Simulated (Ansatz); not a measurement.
The same path of CH$_{5}$BN (8 atoms, charge 0, multiplicity 2) was run twice with different band settings. The coordinate that changes most is the dihedral H5–C1–B2–N3.

These are results of UKS PBE0/def2-SVP (Ansatz 0.2.0), not measurements.

Relaxed end points:

```xyz
8
Properties=species:S:1:pos:R:3
C -0.605 0.780 -0.347
B 0.512 -0.195 0.207
N 0.397 -1.518 0.415
H -1.553 0.273 -0.575
H -0.239 1.278 -1.260
H -0.795 1.578 0.389
H 1.622 0.256 0.495
H 0.661 -2.452 0.677
```

```xyz
8
Properties=species:S:1:pos:R:3
C -0.656 0.758 -0.298
B 0.286 -0.290 0.423
N 1.013 -1.256 -0.164
H -1.681 0.662 0.095
H -0.681 0.641 -1.391
H -0.323 1.780 -0.057
H 0.400 -0.260 1.649
H 1.642 -2.035 -0.257
```

Common settings: movable images 5; climbing image yes; spring 5.0 eV/Å²; optimiser quadratic models (default); start path IDPP; force threshold 0.05 eV/Å; end points relaxed.

| run | iteration limit |
| --- | --- |
| 1 | 60 |
| 2 | 10 |

What does each run give, and how far can it be trusted?

Run 1: converged after 4 iterations, highest image 0.040 eV above the first end. A vibrational analysis at the climbing image gives one clearly imaginary mode, 157i cm⁻¹: a first-order saddle point.
Run 2: converged after 4 iterations, highest image 0.040 eV above the first end. Another band between the same ends (5 images) ends at a top of the same energy, where a vibrational analysis finds 1 clearly imaginary mode.
